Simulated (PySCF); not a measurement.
**From a log to its input**

A PySCF 2.14 run on the atoms Si 0 0 0; Cl 0 0 1.877 (angstrom) printed this (some set-up lines and the per-cycle HOMO/LUMO lines with their warnings removed):

```
PySCF version 2.14.0

[INPUT] verbose = 4
[INPUT] num. atoms = 2
[INPUT] num. electrons = 31
[INPUT] charge = 0
[INPUT] spin (= nelec alpha-beta = 2S) = 1
[INPUT] symmetry False subgroup None
[INPUT] Mole.unit = angstrom

nuclear repulsion = 67.0986554070112
number of shells = 24
number of NR pGTOs = 88
number of NR cGTOs = 48
basis = jorge-dzp
ecp = {}

******** <class 'pyscf.dft.uks.UKS'> ********
method = UKS
initial guess = minao
damping factor = 0
level_shift factor = 0
DIIS = <class 'pyscf.scf.diis.CDIIS'>
diis_start_cycle = 1
diis_space = 8
diis_damp = 0
SCF conv_tol = 1e-09
SCF conv_tol_grad = None
SCF max_cycles = 50
direct_scf = True
direct_scf_tol = 1e-13
number electrons alpha = 16  beta = 15
XC library pyscf.dft.libxc version 7.0.0
    S. Lehtola, C. Steigemann, M. J.T. Oliveira, and M. A.L. Marques.,  SoftwareX 7, 1–5 (2018)
XC functionals = scan
    J. Sun, A. Ruzsinszky, and J. P. Perdew.,  Phys. Rev. Lett. 115, 036402 (2015)
    J. Sun, A. Ruzsinszky, and J. P. Perdew.,  Phys. Rev. Lett. 115, 036402 (2015)
radial grids:
    Treutler-Ahlrichs [JCP 102, 346 (1995); DOI:10.1063/1.469408] (M4) radial grids

becke partition: Becke, JCP 88, 2547 (1988); DOI:10.1063/1.454033
pruning grids: <function nwchem_prune>
grids dens level: 3
symmetrized grids: False
atomic radii adjust function: <function treutler_atomic_radii_adjust>
small_rho_cutoff = 0
Set gradient conv threshold to 3.16228e-05
tot grids = 38064
init E= -749.877079969226

cycle= 1 E= -749.690604787146  delta_E= 0.186  |g|= 0.156  |ddm|= 1.18
cycle= 2 E= -749.682537769596  delta_E= 0.00807  |g|= 0.18  |ddm|= 0.308
cycle= 3 E= -749.69969344095  delta_E= -0.0172  |g|= 0.0421  |ddm|= 0.216
cycle= 4 E= -749.700788476065  delta_E= -0.0011  |g|= 0.00772  |ddm|= 0.0514
cycle= 5 E= -749.700829138145  delta_E= -4.07e-05  |g|= 0.00256  |ddm|= 0.0105
cycle= 6 E= -749.700834782001  delta_E= -5.64e-06  |g|= 0.000667  |ddm|= 0.00443
cycle= 7 E= -749.700835305751  delta_E= -5.24e-07  |g|= 0.000143  |ddm|= 0.00172
cycle= 8 E= -749.700835347046  delta_E= -4.13e-08  |g|= 4.04e-05  |ddm|= 0.000659
cycle= 9 E= -749.700835357731  delta_E= -1.07e-08  |g|= 2.98e-05  |ddm|= 0.000522
cycle= 10 E= -749.700835365563  delta_E= -7.83e-09  |g|= 2.8e-05  |ddm|= 0.000449
cycle= 11 E= -749.700835376301  delta_E= -1.07e-08  |g|= 2.63e-05  |ddm|= 0.000655
cycle= 12 E= -749.700835432461  delta_E= -5.62e-08  |g|= 1.1e-05  |ddm|= 0.00541
cycle= 13 E= -749.700835435832  delta_E= -3.37e-09  |g|= 3.55e-06  |ddm|= 0.00249
cycle= 14 E= -749.700835436376  delta_E= -5.44e-10  |g|= 1.57e-06  |ddm|= 0.00102
Extra cycle  E= -749.700835436391  delta_E= -1.51e-11  |g|= 1.84e-06  |ddm|= 2.33e-05
converged SCF energy = -749.700835436391  <S^2> = 0.75760314  2S+1 = 2.0075887
**** SCF Summaries ****
Total Energy =                        -749.700835436390662
Nuclear Repulsion Energy =              67.098655407011194
One-electron Energy =                -1169.714468500450266
Two-electron Energy =                  352.914977657048496
Two-electron Coulomb Energy =          402.135917646753910
DFT Exchange-Correlation Energy =      -49.220939989705414
**** MO energy ****
                             alpha | beta                alpha | beta
[5 lines left out]
MO #6   energy= -7.14846127482573  | -7.14592782334083  occ= 1 | 1
MO #7   energy= -5.23696885681078  | -5.23461716827772  occ= 1 | 1
MO #8   energy= -3.5832198581678   | -3.58127589915537  occ= 1 | 1
MO #9   energy= -3.57884764936399  | -3.57666547584987  occ= 1 | 1
MO #10  energy= -3.5784532397564   | -3.56869550054265  occ= 1 | 1
MO #11  energy= -0.847091264761673 | -0.842672250694577 occ= 1 | 1
MO #12  energy= -0.483328161378267 | -0.469604627129826 occ= 1 | 1
MO #13  energy= -0.366231983488077 | -0.363981689143132 occ= 1 | 1
MO #14  energy= -0.363266991046116 | -0.350645302777613 occ= 1 | 1
MO #15  energy= -0.299137836475969 | -0.27668106674655  occ= 1 | 1
MO #16  energy= -0.146344403033465 | -0.114013636852225 occ= 1 | 0
MO #17  energy= -0.125053967345931 | -0.0707725469615371 occ= 0 | 0
MO #18  energy= 0.021580377868986  | 0.0403852219944696 occ= 0 | 0
MO #19  energy= 0.169198895301262  | 0.191814589874007  occ= 0 | 0
[29 lines left out]

To work with the spin densities directly, `use mulliken_meta_spin()` only printing them here.

 ** Mulliken spin pop alpha/beta on meta-lowdin orthogonal AOs **
 ** Mulliken Spin Density (per AO)  **
 ** Mulliken Spin Density (per atom)  **
spin density of  0 Si =      0.91246
spin density of  1 Cl =      0.08754
 ** Mulliken pop alpha/beta on meta-lowdin orthogonal AOs **
 ** Mulliken pop       alpha | beta **
pop of  0 Si 1s        0.99997 | 0.99997
pop of  0 Si 2s        0.99989 | 0.99988
pop of  0 Si 3s        0.92405 | 0.90104
pop of  0 Si 4s        0.00758 | 0.00660
pop of  0 Si 5s        0.00077 | 0.00067
pop of  0 Si 6s        0.00095 | 0.00085
pop of  0 Si 7s        0.00005 | 0.00005
pop of  0 Si 2px       0.99995 | 0.99995
pop of  0 Si 2py       0.99995 | 0.99994
pop of  0 Si 2pz       0.99995 | 0.99995
pop of  0 Si 3px       0.58071 | 0.09495
pop of  0 Si 3py       0.52073 | 0.09630
[36 lines left out]
In total            16.00000 | 15.00000
 ** Mulliken atomic charges   ( Nelec_alpha | Nelec_beta ) **
charge of  0Si =      0.12813  (     7.39217      6.47971 )
charge of  1Cl =     -0.12813  (     8.60783      8.52029 )
Dipole moment(X, Y, Z, Debye):  0.00000, -0.00000,  0.43326
orbital energies (hartree): [array([-0.3633, -0.2991, -0.1463, -0.1251,  0.0216,  0.1692]), array([-0.364 , -0.3506, -0.2767, -0.114 , -0.0708,  0.0404])]
```

Write the input that gave this log.

The input was:

```python
from pyscf import gto, dft

mol = gto.M(
    atom='Si 0 0 0; Cl 0 0 1.877',
    basis='jorge-dzp',
    charge=0,
    spin=1,
    verbose=4,
)
mf = dft.UKS(mol, xc='scan')
mf.kernel()
mf.analyze()
print('orbital energies (hartree):', [e[max(0, n-3):n+3].round(4) for e, n in zip(mf.mo_energy, mol.nelec)])
```

The bond length is a typed value, not an optimised one. No search for the lowest solution was made.
